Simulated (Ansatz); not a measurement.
# Gold, fcc: convergence with the plane-wave cutoff

Computed with Ansatz, LDA, scalar-relativistic PAW, on the relaxed cell (a = 4.046 Å; spin not included). Errors count from a run at 420 eV on a Γ-centred 22×22×22 mesh with Fermi-Dirac smearing of 0.1 eV, extrapolated to zero width. Fixed here: mesh 13×13×13, Fermi-Dirac width 0.1 eV. The pressure holds a Pulay correction and is unreliable far below the recommended cutoff. The SCF starts from atomic densities corrected by a trained network.

| cutoff (eV) | E(σ→0) error (meV/atom) | P (GPa) | SCF iterations |
| --- | --- | --- | --- |
| 200 | 9895.8 | 0.58 | 7 |
| 250 | 1281.4 | 2.28 | 6 |
| 300 | 108.8 | -0.30 | 6 |
| 350 | 2.5 | -0.03 | 6 |
| 420 | -3.4 | 0.01 | 6 |
| 500 | -4.3 | 0.00 | 6 |
| 600 | -4.6 | 0.01 | 6 |
| 800 | -4.8 | 0.00 | 6 |

Q: What does the run at 150 give (cutoff)?

A: E(σ→0) error (meV/atom): 50665.9; P (GPa): -69.16; SCF iterations: 7.

Within 5 meV/atom of the last row: from 420 eV on.
